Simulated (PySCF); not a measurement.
Estimate the missing entries of this data sheet.

C5H6S.
SMILES: `Cc1ccsc1`

```json
{"property": "point group of the GFN2-xTB geometry", "level": "GFN2-xTB", "value": "Cs"}
{"property": "rotational constants A, B, C of the GFN2-xTB geometry", "level": "GFN2-xTB", "value": "?"}
{"property": "dipole moment", "level": "PBE0/def2-SVPD", "value": "?"}
{"property": "HOMO energy", "level": "PBE0/def2-SVPD", "value": "-6.75 eV"}
{"property": "LUMO energy", "level": "PBE0/def2-SVPD", "value": "-0.28 eV"}
{"property": "lowest singlet excitation", "level": "TDDFT PBE0/def2-SVPD", "value": "?"}
{"property": "strongest line among the 8 lowest singlet transitions", "level": "TDDFT PBE0/def2-SVPD", "value": "?"}
{"property": "lowest triplet excitation (Tamm–Dancoff)", "level": "TDA PBE0/def2-SVPD", "value": "3.85 eV"}
{"property": "static isotropic polarisability", "level": "PBE0/def2-SVPD", "value": "74.2 au"}
{"property": "electronic spatial extent ⟨r²⟩ about the centre of nuclear charge", "level": "PBE0/def2-SVPD", "value": "?"}
```

Gas-phase values; electronic properties from PySCF, density fitting. Isolated species at its GFN2-xTB geometry, gas phase.

**Question.** The electronic spatial extent ⟨r²⟩ about the centre of nuclear charge?

**Answer.** 663 bohr².

**Question.** The lowest singlet excitation?

**Answer.** 5.73 eV (216 nm, f = 0.076).

**Question.** Give the dipole moment.

**Answer.** 1.00 D.

**Question.** Give the rotational constants A, B, C of the GFN2-xTB geometry.

**Answer.** 7.063, 2.474, 1.853 GHz.

**Question.** The strongest line among the 8 lowest singlet transitions?

**Answer.** S3 at 5.99 eV (207 nm, f = 0.079).

The rotational constants make it an asymmetric top with κ = (2B − A − C)/(A − C) = -0.76, nearer the prolate limit (−1). A dipole of 1.00 D is allowed in Cs, and pure rotational transitions are dipole-allowed. The 8 singlets span 5.73 to 7.20 eV, and their oscillator strengths add up to 0.18. No computed singlet falls in the visible range (750 to 380 nm, 1.65 to 3.26 eV); S1 lies 2.47 eV above its blue end. The principal polarisabilities are 51.1, 77.0 and 94.5 au; their mean is the isotropic value.
